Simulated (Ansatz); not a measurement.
The standard entropy of C2H3ClO (acetyl chloride) from a frequency calculation

A singlet with charge 0, relaxed at PBE0-D4/def2-TZVP (Ansatz 0.2.0):

```xyz
7

C     0.1447    0.6668    0.1087
C     0.0173   -0.8159    0.0216
O     0.6815   -1.6309    0.5550
Cl   -1.3371   -1.3068   -1.0470
H     0.9733    0.9213    0.7674
H    -0.7884    1.0900    0.4841
H     0.3087    1.0756   -0.8897
```

Harmonic wavenumbers in cm⁻¹: 136, 346, 451, 528, 622, 972, 1041, 1124, 1383, 1454, 1457, 1909, 3072, 3151, 3180.

Masses in u: C 12.011, O 15.999, Cl 35.45, H 1.008. Take T = 298.15 K, p = 1 bar, R = 8.3145 J/(mol K), kT/hc = 207.22 cm⁻¹, rigid rotor and harmonic oscillator.

Problem. Compute the standard molar entropy.

Solution. 
1. Translation (Sackur–Tetrode): S = R[3/2 ln M + 5/2 ln T − 1.1517] with M = 78.495 gives 163.3 J/(mol K).
2. Rotation: principal moments 49.336, 102.189, 148.409 u Å² give A, B, C = 0.3417, 0.165, 0.1136 cm⁻¹; the symmetry number is σ = 1; q = (√π/σ)√((kT/hc)³/ABC) = 66065; S = R(ln q + 3/2) = 104.7.
3. Vibration: with u = ν̃/207.22, each mode gives R[u/(eᵘ − 1) − ln(1 − e⁻ᵘ)]; the sum is 25.7, most from 136 cm⁻¹ (12.0), 346 cm⁻¹ (5.0), 451 cm⁻¹ (3.3).
4. Electronic: R ln 1 = 0.0, from the spin multiplicity alone.
5. Sum: 163.3 + 104.7 + 25.7 + 0.0 = 293.7 J/(mol K).

No measured value is set beside it here. Where a soft mode is a torsion, a harmonic oscillator describes it poorly.
